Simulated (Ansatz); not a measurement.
We consider solid bromine, described by r²SCAN (Ansatz, a program for electronic structure, plane waves, PAW).

Numerical settings: plane-wave cutoff 500 eV, 6×6×4 k mesh (along the axes of the cell as run), gaussian smearing 0.02 eV, scalar-relativistic PAW data made under PBE.

Computed at the level's own relaxed cell.

### Question
Estimate the equilibrium volume per atom, equilibrium lattice constant a, lattice parameter b and lattice parameter c that the calculation returns.

### Answer

equilibrium volume per atom: 33.07 Å³/atom
equilibrium lattice constant a: 7.107 Å
lattice parameter b: 4.248 Å
lattice parameter c: 8.764 Å

Note: the cell comes from a level without a dispersion term, which matters for the spacing of layers, chains or molecules.

The computed numbers hold no vibrational or temperature effects.
